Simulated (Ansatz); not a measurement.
```yaml
crystal:
  periodic: [false, false, false]
  atoms:
    - {symbol: S, position_ang: [-1.905884, -0.777542, -0.009923]}
    - {symbol: Ga, position_ang: [-0.074767, 0.621702, 0.008584]}
    - {symbol: S, position_ang: [1.982362, -0.590147, -0.008926]}
    - {symbol: H, position_ang: [2.738981, 0.504023, 0.005821]}
basis:
  gaussian: {orbitals: def2-TZVP}
magnetization: {spin_polarized: true, initial_magnetization: 2}
hamiltonian: {xc: pbe0}
relax: {f_tol: 0.004, max_steps: 80}
```

```sh
$ ansatz run in.yaml --threads 1 --pin off --events-out ev --progress --plain --max-ram 2176MiB
```

Steps of the relaxation (energy above the last step; positions in Å, forces in eV/Å):

```
4
step 1, 120.4 meV
S    -1.906   -0.778   -0.010    0.409    0.334    0.004
Ga   -0.075    0.622    0.009    0.643   -0.935   -0.013
S     1.982   -0.590   -0.009   -1.208    0.272    0.004
H     2.739    0.504    0.006    0.155    0.329    0.004
```

```
4
step 2, 11.4 meV
S    -1.826   -0.745   -0.010    0.104    0.128    0.002
Ga    0.005    0.585    0.008    0.058   -0.365   -0.005
S     1.930   -0.611   -0.009   -0.329    0.202    0.003
H     2.632    0.529    0.006    0.167    0.035    0.000
```

```
4
step 3, 6.6 meV
S    -1.840   -0.753   -0.010   -0.016   -0.023    0.000
Ga   -0.020    0.566    0.008   -0.078    0.169    0.002
S     1.893   -0.566   -0.009    0.315   -0.040   -0.001
H     2.708    0.512    0.006   -0.221   -0.106   -0.001
```

```
4
step 4, 0.3 meV
S    -1.832   -0.747   -0.010   -0.001    0.013    0.000
Ga   -0.008    0.570    0.008   -0.005   -0.015    0.000
S     1.908   -0.586   -0.009    0.043    0.035    0.000
H     2.673    0.521    0.006   -0.037   -0.034    0.000
```

```
4
step 5, 0.1 meV
S    -1.832   -0.745   -0.010   -0.006    0.009    0.000
Ga   -0.006    0.569    0.008    0.000   -0.018    0.000
S     1.911   -0.588   -0.009    0.016    0.024    0.000
H     2.668    0.522    0.006   -0.010   -0.015    0.000
```

```
4
step 7, 0.0 meV
S    -1.839   -0.741   -0.009    0.000    0.000    0.000
Ga   -0.004    0.560    0.008   -0.001    0.000    0.000
S     1.917   -0.588   -0.009    0.001   -0.001    0.000
H     2.667    0.527    0.006    0.000    0.000    0.000
```

Close pairs at the end: S3–H4 1.343 Å, Ga2–S3 2.238 Å, S1–Ga2 2.249 Å.

A stationary point of unrestricted PBE0 after 7 steps, with ⟨S²⟩ = 2.008 against 2.00 for a pure state; no frequencies were run, so it isn't proven a minimum. 87 s on 1 thread of Intel Xeon 6975P-C, shared host.
